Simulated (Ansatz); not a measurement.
# B2+ (sextet): from Hartree-Fock to the top rungs, def2-TZVPP

An exercise on one series of results from a longer session: the logs are not shown, and one member is left open.

Computed with Ansatz 0.2.0, Gaussian basis. Level: def2-TZVPP, core rule «outside noble gas», up to 2 orbitals frozen.

To be run: UHF; ROHF; CCSD(T) on UHF.

### The system

The geometry is a PBE0/def2-TZVP stationary point (not a proven minimum) of the parent state, kept for this charge and spin.

2 atoms, charge 1, spin multiplicity 6.

Atoms are counted from 1 here; the program's logs count them from 0.

Bond lengths: B1–B2 1.628 Å.

The first run:

File in.yaml:

```yaml
crystal:
  periodic: [false, false, false]
  atoms:
    - {symbol: B, position_ang: [0.000000, 0.000000, 0.000000]}
    - {symbol: B, position_ang: [0.000000, 0.000000, 1.628200]}
basis:
  gaussian: {orbitals: def2-TZVPP}
total_charge: 1
magnetization: {spin_polarized: true, initial_magnetization: 5}
hamiltonian: {xc: hf}
output: {orbitals: {seedname: orbitals}}
```

On the command line:

```
$ ansatz run in.yaml --threads 1 --pin off --events-out ev --progress --plain --max-ram 4096MiB --backend cpu
```

Among the steps run: UHF; ROHF; CCSD(T) on UHF.

One table of the session follows, with a row left open; its other results are not shown here.

It belongs to the step «Misses and costs». 

```
  method  from UCCSD(T) (meV)
    ROHF              +1466.4
     UHF              +1465.2
    UMP2               +412.7
   UCCSD                    ?
UCCSD(T)                    0
```

**Question.** Estimate the row for UCCSD.

As computed: from UCCSD(T) (meV): +35.7. In the column «from UCCSD(T) (meV)» it lies between UCCSD(T) (0) and UMP2 (+412.7).
